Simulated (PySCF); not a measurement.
fluorine (F₂), SMILES FF. Coordinates come from a B3LYP-D3(BJ)/def2-TZVPD optimisation.

PySCF 2.14.0 with TDDFT-PBE/def2-TZVPD puts the lowest singlet excitations at 4.45, 4.45, 7.94, 7.94, 10.95, 10.95 eV.

Problem. What are the lowest excitation roots from ADC(3)/aug-cc-pVDZ (PySCF 2.14.0)? (An estimate is asked for; the answer gives what the named calculation found.)

Solution. 4.42, 4.42, 7.37, 7.37, 14.65, 14.65 eV. S1 differs by -0.03 eV (second minus first; roots are paired by order, and the bases may differ).
